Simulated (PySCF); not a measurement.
Molecule: `FC1=CCCC1`, C5H7F.

Molfile (atoms numbered from 1):
```
C5H7F
     RDKit          3D

 13 13  0  0  0  0  0  0  0  0999 V2000
   -1.5423    2.3391   -0.1048 F   0  0  0  0  0  0  0  0  0  0  0  0
   -0.7619    1.2741    0.0353 C   0  0  0  0  0  0  0  0  0  0  0  0
    0.5458    1.2873    0.2946 C   0  0  0  0  0  0  0  0  0  0  0  0
    1.0773   -0.1172    0.3100 C   0  0  0  0  0  0  0  0  0  0  0  0
   -0.2001   -0.9868    0.3470 C   0  0  0  0  0  0  0  0  0  0  0  0
   -1.3402   -0.0898   -0.1625 C   0  0  0  0  0  0  0  0  0  0  0  0
    1.1455    2.1898    0.4206 H   0  0  0  0  0  0  0  0  0  0  0  0
    1.6823   -0.3164   -0.5938 H   0  0  0  0  0  0  0  0  0  0  0  0
    1.7377   -0.3187    1.1691 H   0  0  0  0  0  0  0  0  0  0  0  0
   -0.0983   -1.9154   -0.2314 H   0  0  0  0  0  0  0  0  0  0  0  0
   -0.4082   -1.2772    1.3881 H   0  0  0  0  0  0  0  0  0  0  0  0
   -1.5705   -0.2532   -1.2311 H   0  0  0  0  0  0  0  0  0  0  0  0
   -2.2859   -0.2257    0.3864 H   0  0  0  0  0  0  0  0  0  0  0  0
  1  2  1  0
  2  3  2  0
  3  4  1  0
  4  5  1  0
  5  6  1  0
  6  2  1  0
  3  7  1  0
  4  8  1  0
  4  9  1  0
  5 10  1  0
  5 11  1  0
  6 12  1  0
  6 13  1  0
M  END
```

Geometry PBE0-D3(BJ)/def2-SVP throughout; GIAO in PySCF 2.14, gas phase, one conformer, non-relativistic; equivalent atoms averaged; basis pcSseg-1.

Problem. How do the absolute shieldings σ depend on the functional? (a selection of nuclei; ppm; last column core-seconds on 1 thread of an Arm Neoverse N1, shared host)

Solution. 
```
functional                    kind     F1    C2    C3     C4     C5     H7  H8/H9  H12/H13  H10/H11  core-s
      PBE0           global hybrid  292.0  12.1  76.4  154.5  161.2  26.20  28.95    28.95    29.45      19
  mPW1PW91           global hybrid  292.7  11.2  75.3  153.6  160.2  26.26  29.01    29.01    29.51      19
      WP04           global hybrid  294.0  -0.6  62.4  140.1  146.2  26.65  29.34    29.29    29.84      20
     B97-2           global hybrid  293.1  14.7  78.1  153.6  160.0  26.35  29.06    29.06    29.57      19
 BHandHLYP           global hybrid  312.6   9.9  73.9  155.4  161.3  26.30  29.20    29.16    29.66      18
 CAM-B3LYP  range-separated hybrid  299.6   5.6  71.9  153.2  159.3  26.24  29.07    29.05    29.53      24
   wB97X-D  range-separated hybrid  299.2  10.9  75.9  155.4  161.4  26.30  29.14    29.11    29.60      23
   LC-wPBE  range-separated hybrid  304.3  11.6  76.7  161.2  166.8  26.19  29.15    29.11    29.57      31
```

Problem. Which nucleus among those listed moves most, in ppm?

Solution. C4 (allylic sp3 CH2): from 140.1 ppm with WP04 to 161.2 ppm with LC-wPBE. The smallest spread is 0.33 ppm, at H12/H13. Proton shifts span only some 12 ppm, so a few tenths of a ppm matter as much there as several ppm in carbon.
